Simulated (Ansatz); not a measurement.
Li₃H₂. Charge 0, multiplicity 2. Geometry PBE-D4/def2-TZVP; atoms count from 1.

```xyz
5

Li    0.1200   -1.2130    1.4666
Li    1.0467    1.5099    0.5137
Li   -0.6097   -0.1589   -1.0465
H     0.2049    1.3355   -0.9613
H    -0.7620   -1.4735    0.0276
```

The structure comes from a short search, and lower isomers may exist.

Estimate the Mulliken populations from the PBE0/def2-TZVP orbitals of Ansatz.


```
atom  charge (e)  spin (α − β)
 Li1        0.23          0.51
 Li2        0.23          0.51
 Li3        0.58         -0.06
  H4       -0.52          0.02
  H5       -0.52          0.02
```
Mulliken values and Mayer orders depend strongly on the basis.

Where does the spin sit?

Summed by element: Li 0.96, H 0.04, of 1 unpaired in all. Largest on single atoms: Li1 0.51, Li2 0.51, Li3 -0.06.

And the Mayer bond orders between bonded heavy atoms (over 0.3)?

Li1–Li2 0.54 (3.03 Å).
